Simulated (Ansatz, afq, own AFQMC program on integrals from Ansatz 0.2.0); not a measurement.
Two steps: Ansatz 0.2.0 writes the Fock matrix and Cholesky factors of the valence space, and afq projects on them the lowest state that overlaps trial and start.

```yaml
crystal:
  periodic: [false, false, false]
  atoms:
    - {symbol: Al, position_ang: [-0.120392, 0.000295, -0.266997]}
    - {symbol: H, position_ang: [0.902381, 0.003623, 3.993387]}
    - {symbol: H, position_ang: [-0.637619, -0.017911, 3.934298]}
    - {symbol: H, position_ang: [1.474669, 2.781836, -0.379671]}
    - {symbol: H, position_ang: [1.483338, -2.775440, -0.400773]}
basis:
  gaussian: {orbitals: 6-31G}
magnetization: {spin_polarized: true, initial_magnetization: 1}
correlation: {method: ccsd_t, electrons: outside_noble_gas, hamiltonian_folder: ham}
```

```sh
$ ansatz run in.yaml --threads 1 --pin off --events-out ev --progress --plain --max-ram 16896MiB --backend cuda --devices 0, --max-vram 18GiB
```

afq runs on the folder ham with

```
--method phaseless --trial cisd --walkers 4000 --populations 20 --least-time 60 --time-step 0.005 --steps-per-block 50 --equilibration-blocks 40 --max-blocks 4000 --target-error 0.00032 --factor-cut 1e-05 --start spin_pure --seed 8838 --release-times 0.24,0.51,0.99,1.62,2.4 --release-step 0.03 --release-every 3 --taylor-order 6
```

Times are imaginary, in 1/Eh. The walk had a cap of 122 s. With eight or more populations the least sampling time is a fifth of least-time, and the error comes from their spread.

Output of the walk:

```
orbitals 16  electrons 4 3  factors 74 of 270
reference energy -243.87459651 Eh
CCSD correlation -0.07878666 Eh in 28 cycles, weight of the determinant in the CISD state 0.5072
energy of the start -243.914680 Eh
 block  time / (1/Eh)  mean weight  energy / Eh
     1     0.250  0.9999  -243.921838
     2     0.500  1.0001  -243.927219
     3     0.750  1.0001  -243.931483
     4     1.000  1.0001  -243.934953
     5     1.250  1.0000  -243.938119
     8     2.000  1.0001  -243.943653
    11     2.750  1.0000  -243.947374
    15     3.750  1.0001  -243.950493
    17     4.250  1.0000  -243.950493
    23     5.750  0.9997  -243.951633
    29     7.250  1.0000  -243.951718
    35     8.750  0.9999  -243.951407
    41    10.250  0.9999  -243.951171
    47    11.750  1.0000  -243.951728
    53    13.250  1.0000  -243.952473
    57    14.250  0.9996  -243.952670
    59    14.750  1.0001  -243.952099
    65    16.250  0.9999  -243.951204
    71    17.750  1.0000  -243.950993
    77    19.250  0.9999  -243.951519
    83    20.750  1.0000  -243.952021
    89    22.250  1.0003  -243.952146
error from the spread of 20 populations
released: time / (1/Eh)  energy / Eh  error  mean overlap
  0.24  -243.951958  0.000251  1.0010
  0.51  -243.952349  0.000206  0.9985
  0.99  -243.953128  0.000184  0.9982
  1.62  -243.953756  0.000159  0.9961
  2.40  -243.954152  0.000256  0.9967
energy -243.951601 +/- 0.000239 Eh
(rows thinned)
```

The run passed its tests (sampling time, drift between the halves within three errors, error under three times the target), which doesn't prove that it has relaxed.

Against this walk (error 6.5 meV) on the same determinant: CCSD(T) 82.6 meV lower, CCSDT(Q) 109.7 meV lower, CCSDTQ 110.1 meV lower, full CI 110.1 meV lower. The error is statistical and leaves out the bias of the constraint. The determinant has ⟨S²⟩ = 2.18, so the low cluster orders mix in higher spin, while the walk starts as a pure doublet. The released energies are still falling (meV from the phaseless value at times in 1/Eh: -10 ± 7 at 0.24, -20 ± 6 at 0.51, -42 ± 5 at 0.99, -59 ± 4 at 1.62, -69 ± 7 at 2.40), so they give no level; they do show a bias of the constraint, and the last of them that isn't too noisy lies 41 meV above full CI. Full CI is exact here, so the walk's 110 meV above it is the walk's own error: the bias of the constraint with this trial. It lies above even CCSD, by 48 meV. The determinant is a poor start (see the cautions), so the low cluster orders aren't to be relied on, and full CI is the sure value.

Cautions: constraint bias not in the error; strong correlation (T1 0.144, weight of the determinant 0.51, largest double 0.39); unrestricted determinant spin contaminated (⟨S²⟩ 2.18 against 0.75).

The walk took 18 s on 1 × NVIDIA H100 80GB HBM3 with 2 threads of AMD EPYC 7R13 Processor (Zen 3), on a shared host (the card was shared). The log's last line is the phaseless energy.

CCSDT and higher add their correlation energy to the determinant of the CCSD(T) run, since their own runs factorise the integrals more tightly (a shift of under 2 meV).
